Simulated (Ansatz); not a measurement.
**Al2H4: a nudged elastic band in two tries**

Aim: a band of images between two relaxed ends for this system. SMILES of the start: [AlH2][AlH2].

Program: Ansatz 0.2.0. Level of theory: RKS PBE-D4/def2-SVP. These are calculated values, not measurements.

## Step 1: The starting structure

Bond lengths: Al1–Al2 2.590 Å, Al1–H3 1.611 Å, Al1–H4 1.611 Å, Al2–H5 1.611 Å, Al2–H6 1.611 Å. Angles: Al1–Al2–H5 121.9°, Al1–Al2–H6 122.0°, H5–Al2–H6 116.0°, Al2–Al1–H3 122.0°, Al2–Al1–H4 122.0°, H3–Al1–H4 116.0°.

Coordinates:

```xyz
6

Al   -0.6700   -1.1085   -0.1227
Al    0.6830    1.0880    0.1087
H    -2.2493   -1.1097   -0.4425
H     0.0189   -2.5560    0.0418
H     1.3976    1.7857   -1.1560
H     0.8620    1.8366    1.5244
```

## Step 2: First attempt

Contents of input.yaml:

```yaml
crystal:
  periodic: [false, false, false]
  atoms:
    - { symbol: Al, position_ang: [-0.669955, -1.108469, -0.122723] }
    - { symbol: Al, position_ang: [0.682958, 1.087964, 0.108687] }
    - { symbol: H, position_ang: [-2.249347, -1.109706, -0.442535] }
    - { symbol: H, position_ang: [0.018859, -2.555968, 0.041813] }
    - { symbol: H, position_ang: [1.397593, 1.785672, -1.15595] }
    - { symbol: H, position_ang: [0.861992, 1.836607, 1.524408] }
magnetization:
  spin_polarized: true
  initial_magnetization: 1
basis:
  gaussian: { orbitals: def2-SVP }
hamiltonian:
  xc: pbe
  dispersion: d4
neb:
  order_check: false
  images: 8
  f_tol: 0.05
  max_iterations: 8
  climbing: false
  final_atoms:
    - { symbol: Al, position_ang: [-0.49421023, -0.89111901, -0.29680988] }
    - { symbol: Al, position_ang: [0.85632978, 1.18916047, -0.40311362] }
    - { symbol: H, position_ang: [-2.03135052, -0.71207183, -0.69077221] }
    - { symbol: H, position_ang: [0.35890336, -2.23647806, -0.18201601] }
    - { symbol: H, position_ang: [-0.0733895, 0.1972256, 1.00146751] }
    - { symbol: H, position_ang: [1.42581713, 2.38938283, 0.5249442] }
  initial_path:
    images:
      - { positions_ang: [[-0.669955, -1.108469, -0.122723], [0.682958, 1.087964, 0.108687], [-2.249347, -1.109706, -0.442535], [0.018859, -2.555968, 0.041813], [1.397593, 1.785672, -1.15595], [0.861992, 1.836607, 1.524408]] }
      - { positions_ang: [[-0.61745562, -1.03835672, -0.15358976], [0.68995543, 1.15670817, 0.10085], [-2.16269178, -1.09675505, -0.22444159], [0.04915271, -2.39081168, -0.25752821], [1.37961562, 1.32253067, -0.94322518], [0.70352365, 1.98278461, 1.43163474]] }
      - { positions_ang: [[-0.56495625, -0.96824443, -0.18445652], [0.69695285, 1.22545234, 0.09301301], [-2.07603655, -1.0838041, -0.00634819], [0.07944642, -2.22565537, -0.55686941], [1.36163823, 0.85938933, -0.73050036], [0.5450553, 2.12896223, 1.33886148]] }
      - { positions_ang: [[-0.51245687, -0.89813215, -0.21532328], [0.70395028, 1.2941965, 0.08517601], [-1.98938133, -1.07085314, 0.21174522], [0.10974012, -2.06049905, -0.85621062], [1.34366085, 0.396248, -0.51777555], [0.38658694, 2.27513984, 1.24608821]] }
      - { positions_ang: [[-0.45995749, -0.82801986, -0.24619003], [0.71094771, 1.36294067, 0.07733901], [-1.9027261, -1.05790219, 0.42983862], [0.14003383, -1.89534273, -1.15555183], [1.32568346, -0.06689334, -0.30505073], [0.22811859, 2.42131745, 1.15331495]] }
      - { positions_ang: [[-0.44043029, -0.80386986, -0.26553302], [0.73021124, 1.37418472, 0.02047228], [-1.87850427, -1.01372062, 0.40225671], [0.17781654, -1.85984385, -1.18042172], [1.16224096, -0.24338738, -0.06533767], [0.29076583, 2.48273699, 1.04226342]] }
      - { positions_ang: [[-0.45387528, -0.82568215, -0.27335224], [0.76174087, 1.32792866, -0.0854242], [-1.91671583, -0.93830842, 0.12899948], [0.22308824, -1.9540024, -0.93082029], [0.85333335, -0.13323414, 0.20136362], [0.57452865, 2.45939845, 0.91293362]] }
      - { positions_ang: [[-0.46732026, -0.84749443, -0.28117145], [0.79327051, 1.2816726, -0.19132067], [-1.9549274, -0.86289623, -0.14425775], [0.26835995, -2.04816095, -0.68121886], [0.54442573, -0.02308089, 0.46806492], [0.85829148, 2.43605991, 0.78360381]] }
      - { positions_ang: [[-0.48076525, -0.86930672, -0.28899067], [0.82480014, 1.23541653, -0.29721714], [-1.99313896, -0.78748403, -0.41751498], [0.31363165, -2.1423195, -0.43161744], [0.23551811, 0.08707235, 0.73476622], [1.1420543, 2.41272137, 0.65427401]] }
      - { positions_ang: [[-0.49421023, -0.89111901, -0.29680988], [0.85632978, 1.18916047, -0.40311362], [-2.03135052, -0.71207183, -0.69077221], [0.35890336, -2.23647806, -0.18201601], [-0.0733895, 0.1972256, 1.00146751], [1.42581713, 2.38938283, 0.5249442]] }
```

Launch:

```sh
> ansatz run input.yaml --threads 1 --pin off --max-ram 2048MiB --backend cpu --events-out ev --progress --plain --runs-dir out
```

**Question.** What will these runs give? Wanted: first try.

**Answer**, as computed:

```
 quantity                                                                                                    value
first try                                                                                                  refused
    cause  the number of unpaired electrons doesn't fit the number of electrons: even goes with even, odd with odd
```

The fault in the first input was caught at the input check and cost nothing.
